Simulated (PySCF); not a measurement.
Compound: C3H6O2S.
Z-matrix (Å and degrees, PBE0-D3(BJ)/def2-TZVP geometry), rows numbered from 1:
```
C 
C   1  1.3210
S   2  1.7614  1  120.39
C   3  1.7694  2  103.31  1  -116.13
O   3  1.4369  2  108.58  1    -1.66
O   3  1.4373  2  107.24  1   130.09
H   1  1.0839  2  121.14  3  -176.21
H   1  1.0845  2  120.31  3     3.07
H   2  1.0844  1  124.59  3   175.57
H   4  1.0892  3  109.41  2   -59.75
H   4  1.0887  3  109.31  2    62.76
H   4  1.0908  3  105.81  2  -178.24
```

Level: wB97X-D/pcSseg-2 in PySCF, non-relativistic, on one gas-phase PBE0-D3(BJ)/def2-TZVP geometry that isn't relaxed in the solvent. The solvent is an IEF-PCM continuum (cavity from Bondi-type radii × 1.2). Only the electrostatic response of the medium enters.

Gas phase at wB97X-D/pcSseg-2: HOMO -10.40 eV, LUMO 0.53 eV, dipole 4.67 D.

What does the continuum do to the energy, the frontier levels and the dipole at wB97X-D/pcSseg-2 in chloroform?

| solvent | ε | E(solvent) − E(gas) (kcal/mol) | polarisation term (kcal/mol) | distortion of the solute (kcal/mol) | HOMO (eV) | LUMO (eV) | dipole (D) |
| --- | --- | --- | --- | --- | --- | --- | --- |
| chloroform | 4.711 | -7.78 | -8.88 | 1.10 | -10.43 | 0.76 | 5.64 |

The first energy column is the sum of the next two and covers electrostatics alone.

Which radius a makes the point-dipole formula ΔE = −[(ε − 1)/(2ε + 1)]·μ²/a³ give the value in chloroform, with the gas-phase dipole?

μ = 1.836 au and |ΔE| = 0.01239 Eh give a = 2.43 Å; the farthest nucleus lies 3.03 Å from the centroid of the nuclei, so such a sphere wouldn't even hold the nuclei. The formula assumes a rigid point dipole at the centre of a sphere.

The run took 1.8 min wall, 3.3 min CPU on an Intel Xeon at 2.50 GHz with 2 threads, shared host, and the process peaked at 2.2 GiB of memory. This is the whole shielding run at wB97X-D/pcSseg-2 in chloroform, SCF included.

Note: wB97X-D ran without an empirical dispersion term, which enters the total energy and its gradient alone.
